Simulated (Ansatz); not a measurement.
A basis-limit estimate, worked out

An elementary step of CH8OSi, closed shell (CH₆Si ([CH3][SiH3]) + H₂O → CH₆OSi ([CH3][SiH2][OH]) + H₂; Si–H, H–O broken or loosened, Si–O, H–H formed or tightened). “Start” and “end” are the PBE0-D4/def2-TZVP structures reached by relaxing down either side of its saddle point, with the molecules still in contact.

Computed with Ansatz 0.2.0 (basis: def2-TZVPP and def2-QZVPP); correlated methods freeze the cores.

Energies in eV:

| quantity | end | start |
| --- | --- | --- |
| Hartree–Fock, triple zeta (X = 3) | -11058.96603 | -11058.28104 |
| Hartree–Fock, quadruple zeta (X = 4) | -11059.39229 | -11058.69166 |
| MP2 correlation, X = 3 | -15.89399 | -15.85660 |
| MP2 correlation, X = 4 | -17.04733 | -17.00497 |
| CCSD(T) correlation, X = 3 | -17.56935 | -17.60168 |

(1) Work out the step energy at the basis limit: extrapolate Hartree–Fock as E(X) = E∞ + A exp(−7.88 √X) and the MP2 correlation as E(X) = E∞ + B X^−2.97 (the exponents that Neese and Valeev fitted for def2-TZVPP and QZVPP), then add CCSD(T) − MP2 in triple zeta.

The T1 diagnostic stays at or below 0.012.

Results:

(1) Each step is linear, so take the differences first (end − start): Hartree–Fock -0.68499 (X = 3) and -0.70063 (X = 4); MP2 correlation -0.03739 and -0.04236; CCSD(T) correlation 0.03233.
Two points give E∞ = E(4) + w [E(4) − E(3)], with w = 1/(exp(7.88 (2 − √3)) − 1) = 0.1377 for Hartree–Fock and w = 1/((4/3)^2.97 − 1) = 0.7407 for the correlation.
Hartree–Fock: -0.70063 + 0.1377 × (-0.01564) = -0.7028 eV.
MP2 correlation: -0.04236 + 0.7407 × (-0.00497) = -0.0460 eV.
CCSD(T) − MP2: 0.03233 − (-0.03739) = 0.0697 eV.
Sum: -0.7028 + (-0.0460) + 0.0697 = -0.6791 eV, or -15.66 kcal/mol. Plain CCSD(T) in triple zeta gives -0.6527 eV, so the larger basis shifts the result by -0.0264 eV.

Labels in which every atom is bracketed show which atoms are joined, not bond orders.

For scale, one of the runs: CCSD(T)/def2-TZVPP, 216 basis functions, launched by `ansatz run in.yaml --threads 4 --pin off --events-out ev --progress --plain --max-ram 9574MiB`. Hardware: 4 CPU threads of an AMD EPYC 9R45, shared host. Wall time 14 s; peak host memory 3.2 GiB.
